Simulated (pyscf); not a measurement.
## Addition across a multiple bond or ene-type step: HC≡CH + HCl → H₂C=CH–Cl

Gas phase, singlet surface, charge 0. Bonds broken: H3–Cl5. Bonds formed: C1–Cl5, C2–H3. Single points on ωB97X-D3(BJ)/def2-SVP structures (PySCF, gas phase). Correlated levels are frozen-core, on RHF or UHF. ΔMP2 is the change of the MP2 total energy from the triple- to the quadruple-zeta basis.

Transition state (Å):

```xyz
6

C      0.5992     0.7322    -0.7023
C      0.4025    -0.4957    -0.5619
H     -0.2842    -0.0886     0.4709
H      0.5848    -1.4973    -0.9380
Cl    -0.7245     1.3555     1.2701
H      0.8334     1.7656    -0.9193
```

One imaginary mode, 1849i cm⁻¹; descent along it reached the two sides named.

```json
[
 {"bond": "H3–Cl5", "change": "breaks", "reactant side (Å)": "1.289", "saddle": "1.708", "product side": "2.9"},
 {"bond": "C1–Cl5", "change": "forms", "reactant side (Å)": "3.7", "saddle": "2.456", "product side": "1.731"},
 {"bond": "C2–H3", "change": "forms", "reactant side (Å)": "2.421", "saddle": "1.305", "product side": "1.093"}
]
```

Electronic energies relative to the separated reactants (kJ/mol):

| level | barrier | reaction energy | reverse barrier |
|---|---|---|---|
| ωB97X-D3(BJ)/def2-TZVP | 184.2 | -154.6 | 338.8 |
| PBE/def2-TZVP | 143.8 | -156.7 | 300.5 |
| r²SCAN/def2-TZVP | 155.3 | -156.2 | 311.5 |
| B3LYP-D3(BJ)/def2-TZVP | 169.5 | -145.5 | 315.0 |
| PBE0-D3(BJ)/def2-TZVP | 160.8 | -165.3 | 326.1 |
| M06-2X/def2-TZVP | 188.5 | -142.3 | 330.8 |
| ωB97M-D3(BJ)/def2-TZVP | 184.6 | -139.9 | 324.6 |
| HF/def2-TZVP | 242.7 | -120.2 | 362.9 |
| MP2/def2-QZVPP | 208.1 | -127.5 | 335.6 |
| CCSD/def2-TZVPP | 218.6 | -127.0 | 345.6 |
| CCSD(T)/def2-TZVPP | 205.9 | -129.0 | 334.9 |
| CCSD(T)/def2-TZVPP + ΔMP2(QZVPP) | 200.1 | -129.8 | 329.9 |

With CCSD(T)/def2-TZVPP + ΔMP2(QZVPP) energies and thermal terms (ideal gas, 1 atm, RRHO with modes under 100 cm⁻¹ raised to 100, one conformer, R ln 2 for rigid chiral ones), in kJ/mol:

```tsv
T (K)	ΔH‡	ΔG‡	ΔH	ΔG
298	192.2	225.9	-114.0	-77.5
600	191.1	260.6	-117.3	-38.9
900	191.7	295.3	-117.7	+0.5
1200	192.7	329.7	-116.6	+39.8
```

This is the saddle that the search found; another between the same sides may lie lower. The CCSD(T) − MP2 part came from Ansatz, without density fitting, on the same reference.
